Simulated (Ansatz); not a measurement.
## Worked example: NS⁺, singlet against NS⁺, triplet

Geometry (PBE0/def2-TZVP stationary point of a triplet), kept for both states (NS⁺, triplet: Σ⁺ or Δ; NS⁺, singlet: Σ⁺ or Δ):

```tsv
atom	x (Å)	y (Å)	z (Å)
N	0.0000	0.0000	0.0000
S	0.0000	0.0000	1.5946
```

Basis 6-31G; Ansatz 0.2.0. Correlated methods freeze the noble-gas cores. R marks a restricted (for open shells ROHF) determinant, U an unrestricted one.

Full CI is exact within this basis and frozen core; it isn't the basis-set limit. The frozen core follows each run's orbitals, which can shift R against U totals by a few meV.

Unrestricted rows (U, and Kohn–Sham where it breaks symmetry) aren't spin-pure: their determinants' ⟨S²⟩ exceeds S(S+1) by up to 1.38, so they mix in states of higher spin. The determinant of the NS⁺ triplet fills πx and πy unequally, so it is a mixture of Σ and Δ, which weighs on every level built on one determinant.

| level | E(NS⁺, triplet) (hartree) | E(NS⁺, singlet) (hartree) |
| --- | --- | --- |
| UHF | -451.407283 | -451.492340 |
| UMP2 | -451.500542 | -451.599106 |
| UCCSD(T)* | -451.566323 | -451.675467 |
| PBE | -452.089307 | -452.214391 |
| r2SCAN | -452.257474 | -452.370937 |
| full CI | -451.573749 | -451.682444 |

Question: Give the vertical gap, NS⁺ singlet less NS⁺ triplet, at each level in eV (1 hartree = 27.2114 eV), and each error against full CI.

Answer: full CI: (-451.682444 − (-451.573749)) × 27.2114 = -2.958 eV (the reference)
r2SCAN: (-452.370937 − (-452.257474)) × 27.2114 = -3.087 eV, error -0.129 eV
PBE: (-452.214391 − (-452.089307)) × 27.2114 = -3.404 eV, error -0.446 eV
UCCSD(T): (-451.675467 − (-451.566323)) × 27.2114 = -2.970 eV, error -0.012 eV
UMP2: (-451.599106 − (-451.500542)) × 27.2114 = -2.682 eV, error 0.276 eV
UHF: (-451.492340 − (-451.407283)) × 27.2114 = -2.315 eV, error 0.643 eV

Total energies of functionals can't be set beside those of wave-function methods, since they hold the core's correlation and their own absolute errors; only the differences compare.

The set has no polarisation functions, so the order and spacing of states can differ from the basis-set limit.

In so small a basis the reference is far from its limit while semilocal and hybrid functionals are nearer theirs, so the functionals' errors here hold much of the reference's basis and frozen-core error, which can add to them or hide them.

Each level lands on the state that its own search finds. T1 diagnostics of restricted CCSD: 0.037 and 0.031.

An asterisk marks runs whose energy the program itself flagged as in doubt.
